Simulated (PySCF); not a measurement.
Potential energy curve for CS, singlet.

- UKS-r2SCAN = PySCF 2.14.0 with unrestricted r2SCAN/cc-pVTZ
- UMP2/3-21G = unrestricted MP2 (frozen core)/3-21G (PySCF 2.14.0)
- UCCSD(T) = CCSD(T) on UHF/cc-pVTZ, 6 core orbitals frozen run with PySCF

Energies relative to the lowest point of each curve near equilibrium, in eV:

```csv
R / Å,UKS-r2SCAN,UMP2/3-21G
1.23,4.824,6.363
1.36,1.245,2.078
1.53,0.000,0.152
1.63,0.181,0.000
1.69,0.460,0.161
2.05,3.039,3.437
2.30,4.540,4.672
2.77,6.215,5.192
3.07,6.751,5.292
3.35,6.993,5.348
4.58,7.229,5.431
6.12,7.247,5.443
```

Q: Estimate the UCCSD(T) values at these points.

A: 1.23: 5.022; 1.36: 1.344; 1.53: 0.001; 1.63: 0.140; 1.69: 0.424; 2.05: 2.965; 2.30: 4.764; 2.77: 6.586; 3.07: 6.842; 3.35: 6.924; 4.58: 7.012; 6.12: 7.026 (eV).

The unrestricted solution behind UKS-r2SCAN changes between 2.05 and 2.30 Å, which can leave a kink. The unrestricted determinant behind UKS-r2SCAN is spin-contaminated at 2.05 to 6.12 Å (<S²> up to 2.0, against 0.00 for a pure singlet). The unrestricted solution behind UMP2/3-21G changes between 1.91 and 2.05 Å, which can leave a kink. The unrestricted determinant behind UMP2/3-21G is spin-contaminated at 1.69 to 6.12 Å (<S²> up to 2.0, against 0.00 for a pure singlet). The unrestricted solution behind UCCSD(T) changes between 2.30 and 2.53 Å, which can leave a kink. The unrestricted determinant behind UCCSD(T) is spin-contaminated at 1.63 to 6.12 Å (<S²> up to 2.0, against 0.00 for a pure singlet).
